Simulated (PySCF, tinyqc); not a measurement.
Inside a calculation. Method: G0W0 on RHF in the sto-3g basis, for HF, spin multiplicity 1. The lowest restricted solution is unstable here: a spin-polarised one lies 0.0003 hartree lower (PySCF). Computed by tinyqc, a small Python program that keeps every step (integrals from PySCF). Settings: charge = 0, multiplicity = 1, basis = sto-3g, method = RHF, energy threshold = 1e-10, iteration cap = 67, orthogonalisation = symmetric, start = Wolfsberg-Helmholz matrix, DIIS depth = 6. Command: `OMP_NUM_THREADS=1 python tinyqc.py 28126 28127 out.jsonl` (the two numbers bound the seeds that draw the settings). One thread of a shared host (Intel(R) Xeon(R) Processor @ 2.60GHz), about 0.06 s of CPU time with the checks. The early iterations of the SCF are left out here.

## One-electron integrals

Geometry (angstrom):
```
atom       x       y       z
F     0.0000  0.0000  0.0000
H     0.0000  0.0000  1.2180
```

Basis sto-3g: exponents (1/bohr^2) and contraction coefficients of normalised primitives:
```
element  l (shell)  exponent  coefficient
F            s (1)  166.6791       0.1543
F            s (1)   30.3608       0.5353
F            s (1)    8.2168       0.4446
F            s (2)    6.4648      -0.1000
F            s (2)    1.5023       0.3995
F            s (2)    0.4886       0.7001
F            p (3)    6.4648       0.1559
F            p (3)    1.5023       0.6077
F            p (3)    0.4886       0.3920
H            s (1)    3.4253       0.1543
H            s (1)    0.6239       0.5353
H            s (1)    0.1689       0.4446
```

Overlap, kinetic and nuclear-attraction integrals over the contracted functions; the nuclear repulsion is the sum of Za Zb / Rab.

nuclear repulsion = 3.910176 hartree

overlap S, lower triangle:
```
         1F 1s   1F 2s  1F 2px  1F 2py  1F 2pz   2H 1s
1F 1s   1.0000
1F 2s   0.2380  1.0000
1F 2px  0.0000  0.0000  1.0000
1F 2py  0.0000  0.0000  0.0000  1.0000
1F 2pz  0.0000  0.0000  0.0000  0.0000  1.0000
2H 1s   0.0241  0.2746  0.0000  0.0000  0.2399  1.0000
```

kinetic energy T (hartree), lower triangle:
```
          1F 1s   1F 2s  1F 2px  1F 2py  1F 2pz   2H 1s
1F 1s   36.9846
1F 2s   -0.2129  1.0380
1F 2px   0.0000  0.0000  3.2480
1F 2py   0.0000  0.0000  0.0000  3.2480
1F 2pz   0.0000  0.0000  0.0000  0.0000  3.2480
2H 1s   -0.0075  0.0198  0.0000  0.0000  0.0949  0.7600
```

nuclear attraction V (hartree), lower triangle:
```
           1F 1s     1F 2s    1F 2px    1F 2py    1F 2pz    2H 1s
1F 1s   -77.4440
1F 2s    -9.2802  -11.9754
1F 2px    0.0000    0.0000  -11.8643
1F 2py    0.0000    0.0000    0.0000  -11.8643
1F 2pz   -0.0085   -0.1062    0.0000    0.0000  -11.9199
2H 1s    -0.9637   -2.3486    0.0000    0.0000   -1.7633  -5.0860
```

core Hamiltonian H = T + V (hartree), lower triangle:
```
           1F 1s     1F 2s   1F 2px   1F 2py   1F 2pz    2H 1s
1F 1s   -40.4595
1F 2s    -9.4931  -10.9374
1F 2px    0.0000    0.0000  -8.6163
1F 2py    0.0000    0.0000   0.0000  -8.6163
1F 2pz   -0.0085   -0.1062   0.0000   0.0000  -8.6719
2H 1s    -0.9712   -2.3288   0.0000   0.0000  -1.6684  -4.3260
```

## Two-electron integrals

Functions are numbered as in S; the eight-fold symmetry (ij|kl) = (ji|kl) = (kl|ij) leaves the list below.

Two-electron integrals (ij|kl) in chemists' order, unique and non-zero (hartree):
```
(11|11) 5.4035   (21|11) 0.8419   (21|21) 0.1563   (22|11) 1.2680
(22|21) 0.2923   (22|22) 0.9262   (31|31) 0.0280   (32|31) 0.0432
(32|32) 0.2046   (33|11) 1.2645   (33|21) 0.2924   (33|22) 0.9260
(33|33) 0.9975   (41|41) 0.0280   (42|41) 0.0432   (42|42) 0.2046
(43|43) 0.0538   (44|11) 1.2645   (44|21) 0.2924   (44|22) 0.9260
(44|33) 0.8900   (44|44) 0.9975   (51|51) 0.0280   (52|51) 0.0432
(52|52) 0.2046   (53|53) 0.0538   (54|54) 0.0538   (55|11) 1.2645
(55|21) 0.2924   (55|22) 0.9260   (55|33) 0.8900   (55|44) 0.8900
(55|55) 0.9975   (61|11) 0.0864   (61|21) 0.0159   (61|22) 0.0296
(61|33) 0.0296   (61|44) 0.0296   (61|51) 0.0006   (61|52) 0.0012
(61|55) 0.0297   (61|61) 0.0016   (62|11) 0.2387   (62|21) 0.0559
(62|22) 0.1999   (62|33) 0.1969   (62|44) 0.1969   (62|51) 0.0038
(62|52) 0.0307   (62|55) 0.2057   (62|61) 0.0058   (62|62) 0.0550
(63|31) 0.0056   (63|32) 0.0341   (63|53) 0.0063   (63|63) 0.0078
(64|41) 0.0056   (64|42) 0.0341   (64|54) 0.0063   (64|64) 0.0078
(65|11) 0.1707   (65|21) 0.0404   (65|22) 0.1550   (65|33) 0.1486
(65|44) 0.1486   (65|51) 0.0080   (65|52) 0.0564   (65|55) 0.1676
(65|61) 0.0043   (65|62) 0.0525   (65|65) 0.0576   (66|11) 0.4287
(66|21) 0.1019   (66|22) 0.4217   (66|33) 0.4087   (66|44) 0.4087
(66|51) 0.0078   (66|52) 0.0910   (66|55) 0.4473   (66|61) 0.0106
(66|62) 0.1557   (66|65) 0.1734   (66|66) 0.7746
```

## Orthogonalisation

S = U s U^T; symmetric (Loewdin) form X = U s^(-1/2) U^T, so that X^T S X = 1.

eigenvalues of S: 0.5972  0.8510  1.0000  1.0000  1.1282  1.4236

X, lower triangle:
```
          1F 1s    1F 2s  1F 2px  1F 2py   1F 2pz   2H 1s
1F 1s    1.0227
1F 2s   -0.1272   1.0552
1F 2px   0.0000   0.0000  1.0000
1F 2py   0.0000   0.0000  0.0000  1.0000
1F 2pz  -0.0032   0.0281  0.0000  0.0000   1.0240
2H 1s    0.0147  -0.1534  0.0000  0.0000  -0.1312  1.0558
```

## Iteration 7 (converged): orbitals

converged F (hartree), lower triangle:
```
           1F 1s    1F 2s   1F 2px   1F 2py   1F 2pz    2H 1s
1F 1s   -25.9158
1F 2s    -6.6253  -3.0180
1F 2px    0.0000   0.0000  -0.4631
1F 2py    0.0000   0.0000   0.0000  -0.4631
1F 2pz   -0.0157  -0.0266   0.0000   0.0000  -0.2234
2H 1s    -0.6858  -0.6686   0.0000   0.0000  -0.4377  -0.3032
```

Diagonalise F' = X^T F X, C = X C', fill 5 alpha and 5 beta electrons from the bottom; D = 2 C_occ C_occ^T. Each column has its largest component positive (the first on a tie).

F' = X^T F X (hartree), lower triangle:
```
          1        2        3        4        5        6
1  -25.4467
2   -3.3944  -1.8164
3    0.0000   0.0000  -0.4631
4    0.0000   0.0000   0.0000  -0.4631
5   -0.0347   0.0608   0.0000   0.0000  -0.1204
6   -0.0470  -0.3304   0.0000   0.0000  -0.4261  -0.0731
```

orbital energies (hartree): MO1 -25.9250, MO2 -1.4161, MO3 -0.4914, MO4 -0.4631, MO5 -0.4631, MO6 0.3760

coefficients C:
```
            MO1      MO2      MO3      MO4     MO5      MO6
1F 1s    0.9950  -0.2580   0.0523   0.0000  0.0000   0.0548
1F 2s    0.0207   0.9946  -0.2673   0.0000  0.0000  -0.3047
1F 2px   0.0000   0.0000   0.0000  -0.4772  0.8788   0.0000
1F 2py   0.0000   0.0000   0.0000   0.8788  0.4772   0.0000
1F 2pz   0.0013   0.0271   0.6855   0.0000  0.0000  -0.7719
2H 1s   -0.0032   0.1013   0.5941   0.0000  0.0000   0.8902
```

D after iteration 7, lower triangle:
```
          1F 1s    1F 2s  1F 2px  1F 2py  1F 2pz   2H 1s
1F 1s    2.1185
1F 2s   -0.5000   2.1221
1F 2px   0.0000   0.0000  2.0000
1F 2py   0.0000   0.0000  0.0000  2.0000
1F 2pz   0.0603  -0.3124  0.0000  0.0000  0.9412
2H 1s    0.0035  -0.1162  0.0000  0.0000  0.8200  0.7265
```

Within a degenerate level the vectors are fixed only up to a rotation; this is one choice.

## Convergence

Stop when the energy changes by less than 1e-10 hartree and every element of the error matrix X^T (F D S - S D F) X is below 3e-06.

Course of the cycle:
```
iteration  E (hartree)     change  largest element of the error matrix
1           -98.184043          -                             4.62e-01
2           -98.510992  -3.27e-01                             6.87e-02
3           -98.517027  -6.03e-03                             1.34e-02
4           -98.517150  -1.23e-04                             1.33e-03
5           -98.517152  -1.53e-06                             1.80e-05
6           -98.517152  -2.15e-10                             2.83e-07
7           -98.517152  -8.53e-14                             7.16e-11
```

PySCF RHF in the same basis = -98.517152 hartree

Converged in 7 iterations.

## Integrals over molecular orbitals

(pq|rs) = sum C_ip C_jq C_kr C_ls (ij|kl), one index at a time.

one-electron integrals over orbitals h = C^T H C (hartree), lower triangle:
```
          1        2        3        4        5        6
1  -40.4421
2    0.7215  -9.1243
3   -0.1379   0.5015  -6.8695
4    0.0000   0.0000   0.0000  -8.6163
5    0.0000   0.0000   0.0000   0.0000  -8.6163
6   -0.1497   0.8132   2.2305   0.0000   0.0000  -6.0035
```

Two-electron integrals over orbitals (pq|rs), unique and non-zero (hartree):
```
(11|11) 5.3643    (21|11) -0.5208   (21|21) 0.0797    (22|11) 1.2310
(22|21) -0.0226   (22|22) 0.8709    (31|11) 0.1047    (31|21) -0.0154
(31|22) 0.0069    (31|31) 0.0177    (32|11) -0.1222   (32|21) 0.0053
(32|22) -0.0447   (32|31) 0.0206    (32|32) 0.1372    (33|11) 0.8956
(33|21) -0.0086   (33|22) 0.6973    (33|31) -0.0023   (33|32) -0.0165
(33|33) 0.6828    (41|41) 0.0295    (42|41) 0.0400    (42|42) 0.1888
(43|41) -0.0073   (43|42) -0.0291   (43|43) 0.0362    (44|11) 1.2640
(44|21) -0.0150   (44|22) 0.8938    (44|31) 0.0031    (44|32) -0.0674
(44|33) 0.6842    (44|44) 0.9975    (51|51) 0.0295    (52|51) 0.0400
(52|52) 0.1888    (53|51) -0.0073   (53|52) -0.0291   (53|53) 0.0362
(54|54) 0.0538    (55|11) 1.2640    (55|21) -0.0150   (55|22) 0.8938
(55|31) 0.0031    (55|32) -0.0674   (55|33) 0.6842    (55|44) 0.8900
(55|55) 0.9975    (61|11) 0.1106    (61|21) -0.0177   (61|22) 0.0026
(61|31) -0.0121   (61|32) -0.0234   (61|33) 0.0061    (61|44) 0.0032
(61|55) 0.0032    (61|61) 0.0203    (62|11) -0.1609   (62|21) 0.0042
(62|22) -0.0889   (62|31) -0.0199   (62|32) -0.0747   (62|33) -0.0228
(62|44) -0.0878   (62|55) -0.0878   (62|61) 0.0187    (62|62) 0.0916
(63|11) -0.4164   (63|21) 0.0070    (63|22) -0.2316   (63|31) 0.0015
(63|32) 0.0821    (63|33) -0.0955   (63|44) -0.2423   (63|55) -0.2423
(63|61) -0.0050   (63|62) 0.0383    (63|63) 0.2275    (64|41) -0.0072
(64|42) -0.0295   (64|43) -0.0218   (64|64) 0.0293    (65|51) -0.0072
(65|52) -0.0295   (65|53) -0.0218   (65|65) 0.0293    (66|11) 0.8431
(66|21) -0.0090   (66|22) 0.6425    (66|31) 0.0106    (66|32) 0.0478
(66|33) 0.6507    (66|44) 0.6262    (66|55) 0.6262    (66|61) -0.0075
(66|62) -0.0548   (66|63) -0.0251   (66|66) 0.6784
```

## Screening: direct RPA

With D = e_a - e_i and K = (ia|jb): diagonalise D^(1/2) (D + 4K) D^(1/2) = Z w^2 Z^T; X + Y = D^(1/2) Z w^(-1/2), each column of Z with its largest component positive (the first on a tie); E_c = (sum w - tr (D + 2K)) / 2.

D^(1/2) (D + 4K) D^(1/2) (hartree^2), lower triangle:
```
          1>6     2>6     3>6     4>6     5>6
1>6  693.8764
2>6    0.5145  3.8686
3>6   -0.0946  0.1911  1.5418
4>6    0.0000  0.0000  0.0000  0.8022
5>6    0.0000  0.0000  0.0000  0.0000  0.8022
```

excitation energies w (hartree): 0.8956  0.8956  1.2354  1.9707  26.3415

X + Y:
```
           1       2        3        4       5
1>6   0.0000  0.0000   0.0009  -0.0027  0.9992
2>6   0.0000  0.0000  -0.0980   0.9504  0.0002
3>6   0.0000  0.0000   0.8351   0.0540  0.0000
4>6  -0.0367  0.9672   0.0000   0.0000  0.0000
5>6   0.9672  0.0367   0.0000   0.0000  0.0000
```

RPA correlation energy = -0.047782 hartree

Within a degenerate level the vectors are fixed only up to a rotation; this is one choice.

## G0W0 on Hartree-Fock: HOMO

W(p,q,m) = sqrt2 sum_ia (pq|ia) (X+Y)_ia,m; Sigma_c(x) = sum_(i,m) W^2/(x - e_i + w_m) + sum_(a,m) W^2/(x - e_a - w_m); solve x = e_p + Sigma_c(x) by Newton steps; Z = 1/(1 - dSigma/dx); 1 hartree = 27.211386 eV.

The 12 largest terms at x = e_p (hartree; W for the signs of X + Y given):
```
q  m          W       term
5  3    -0.2740     0.0608
5  4    -0.1365     0.0095
3  1    -0.0298     0.0010
6  1     0.0400    -0.0009
2  1    -0.0404     0.0009
1  1    -0.0099   3.72e-06
3  2    -0.0011   1.38e-06
6  2     0.0015  -1.33e-06
2  2    -0.0015   1.27e-06
5  5     0.0045   7.75e-07
1  2  -3.76e-04   5.35e-09
```

Newton steps (hartree):
```
step        x  Sigma_c(x)       Z
0     -0.4631      0.0711  0.9469
1     -0.3957      0.0676  0.9518
2     -0.3955      0.0675  0.9518
3     -0.3955      0.0675  0.9518
```

quasiparticle energy of the HOMO = -10.7627 eV

Hartree-Fock value = -12.6006 eV

## G0W0 on Hartree-Fock: LUMO

As before.

The 12 largest terms at x = e_p (hartree; W for the signs of X + Y given):
```
q  m        W       term
3  3   0.2634     0.0330
2  4   0.1260     0.0042
6  4  -0.0756    -0.0029
3  4   0.0689     0.0017
4  2   0.0400     0.0009
5  1   0.0400     0.0009
6  3  -0.0221  -3.95e-04
2  3   0.0326   3.51e-04
2  5   0.0265   2.50e-05
1  4   0.0247   2.16e-05
1  5   0.0286   1.56e-05
6  5  -0.0106  -4.24e-06
```

Newton steps (hartree):
```
step       x  Sigma_c(x)       Z
0     0.3760      0.0379  0.9800
1     0.4131      0.0371  0.9806
2     0.4131      0.0371  0.9806
```

quasiparticle energy of the LUMO = 11.2410 eV

Hartree-Fock value = 10.2311 eV
